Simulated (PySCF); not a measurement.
Compound: CH6BP.
Bonds: C1–B2, B2–P3. Hydrogens: H4, H5, H6 on C1; H7 on B2; H8, H9 on P3.

Computed with core-valence-separated Tamm–Dancoff BHandHLYP/aug-pcX-1 (pcseg-1 on H, def2-SVPD on P) in PySCF, non-relativistic, gas phase, PBE0-D3(BJ)/def2-SVP geometry. No shift to experiment was applied.

List the carbon K-edge absorption lines.

| E (eV) | f | core hole on | main final orbital |
| --- | --- | --- | --- |
| 283.45 | 0.0009 | C1 | LUMO (96 %) |
| 284.88 | 0.0051 | C1 | LUMO+1 (85 %) |
| 285.77 | 0.0614 | C1 | spread (2 roots, f summed) |
| 286.45 | 0.0013 | C1 | LUMO+2 (54 %) |
| 286.66 | 0.0054 | C1 | LUMO+5 (52 %) |
| 286.87 | 0.0069 | C1 | LUMO+5 (33 %) |

The first line with a tenth or more of the strongest one's intensity is at 285.77 eV (f = 0.061, sum of 2), with the hole on C1 (sp3 carbon bound to boron). It is also the strongest listed.

Give energies, oscillator strengths and core holes at the B K edge.

| E (eV) | f | core hole on | main final orbital |
| --- | --- | --- | --- |
| 185.84 | 0.0883 | B2 | LUMO (87 %) |
| 190.83 | 0.0065 | B2 | LUMO+1 (66 %) |
| 191.45 | 0.0008 | B2 | LUMO+2 (53 %) |
| 191.59 | 0.0097 | B2 | LUMO+3 (65 %) |
| 191.81 | 0.0143 | B2 | spread |
| 191.95 | 0.0154 | B2 | LUMO+6 (32 %) |
| 192.08 | 0.0022 | B2 | LUMO+4 (47 %) |

The first line with a tenth or more of the strongest one's intensity is at 185.84 eV (f = 0.088), with the hole on B2 (three-coordinate boron). It is also the strongest listed.

Roots within 0.03 eV whose holes lie on the same, on equivalent or on shared atoms are summed into one line, and the highest roots are left out, as the search may have cut off their partners. Final orbitals are the ground state's empty Kohn–Sham orbitals.

What are the wavelength and the wavenumber of the 285.77 eV line?

λ = 12398.42 eV Å/285.77 eV = 43.386 Å; 2.3049 × 10⁶ cm⁻¹.

Only the lowest roots of each edge were sought.

Shape of the structure used: `[CH3:1][BH:2][PH2:3]`: H–P3–B2–C1 -143°, H–P3–B2–C1 -40°.

One conformer stands for the species.
